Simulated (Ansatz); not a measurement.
Reaction (SMILES): CO (CH3-OH) + [H][H] (H2) → C (CH4) + O (H2O)
B3LYP-D3(BJ)/def2-TZVP geometries, fixed; electronic energies without zero-point terms.

Energies in hartree at MP2 with Ansatz (a program for electronic structure); the energy of full hydrogenation is their sum with the coefficients shown, times 627.509 kcal/mol a hartree. All functions are spherical. Cores are frozen. No added dispersion term, no relativity.

```json
[
 {"species": "CO (CH3-OH)", "coefficient": "-1", "part": "Hartree-Fock", "cc-pVDZ": "-115.04907", "cc-pVTZ": "-115.08908", "cc-pVQZ": "-115.09858"},
 {"species": "CO (CH3-OH)", "coefficient": "-1", "part": "correlation", "cc-pVDZ": "-0.33844", "cc-pVTZ": "-0.42830", "cc-pVQZ": "-0.45962"},
 {"species": "[H][H] (H2)", "coefficient": "-1", "part": "Hartree-Fock", "cc-pVDZ": "-1.12874", "cc-pVTZ": "-1.13293", "cc-pVQZ": "-1.13342"},
 {"species": "[H][H] (H2)", "coefficient": "-1", "part": "correlation", "cc-pVDZ": "-0.02641", "cc-pVTZ": "-0.03169", "cc-pVQZ": "-0.03312"},
 {"species": "C (CH4)", "coefficient": "+1", "part": "Hartree-Fock", "cc-pVDZ": "-40.19870", "cc-pVTZ": "-40.21333", "cc-pVQZ": "-40.21615"},
 {"species": "C (CH4)", "coefficient": "+1", "part": "correlation", "cc-pVDZ": "-0.16119", "cc-pVTZ": "-0.19830", "cc-pVQZ": "-0.21010"},
 {"species": "O (H2O)", "coefficient": "+1", "part": "Hartree-Fock", "cc-pVDZ": "-76.02645", "cc-pVTZ": "-76.05675", "cc-pVQZ": "-76.06441"},
 {"species": "O (H2O)", "coefficient": "+1", "part": "correlation", "cc-pVDZ": "-0.20194", "cc-pVTZ": "-0.26179", "cc-pVQZ": "-0.28314"}
]
```

Q: Predict the energy of full hydrogenation in cc-pV5Z (X = 5): let each Hartree-Fock step shrink by the ratio of the last two, and fit each correlation energy at X = 3 and 4 to E + A/X^3. Compare with the run.

A: 
- CO (CH3-OH): steps -0.04001 and -0.00950, ratio 0.237, so Hartree-Fock -115.10083 (run: -115.10118); A = (-0.42830 - (-0.45962))/(1/27 - 1/64) = 1.4627, correlation -0.45962 - A/64 + A/125 = -0.47077 (run: -0.47201).
- [H][H] (H2): steps -0.00419 and -0.00049, ratio 0.117, so Hartree-Fock -1.13348 (run: -1.13357); A = (-0.03169 - (-0.03312))/(1/27 - 1/64) = 0.0668, correlation -0.03312 - A/64 + A/125 = -0.03363 (run: -0.03367).
- C (CH4): steps -0.01463 and -0.00282, ratio 0.193, so Hartree-Fock -40.21669 (run: -40.21689); A = (-0.19830 - (-0.21010))/(1/27 - 1/64) = 0.5511, correlation -0.21010 - A/64 + A/125 = -0.21430 (run: -0.21437).
- O (H2O): steps -0.03030 and -0.00766, ratio 0.253, so Hartree-Fock -76.06635 (run: -76.06667); A = (-0.26179 - (-0.28314))/(1/27 - 1/64) = 0.9971, correlation -0.28314 - A/64 + A/125 = -0.29074 (run: -0.29186).
Predicted -30.98 kcal/mol; the run in cc-pV5Z gives -30.97, a miss of -0.01. Keeping the value in cc-pVQZ, -30.79, would miss by 0.19. All sums are of the energies as printed.
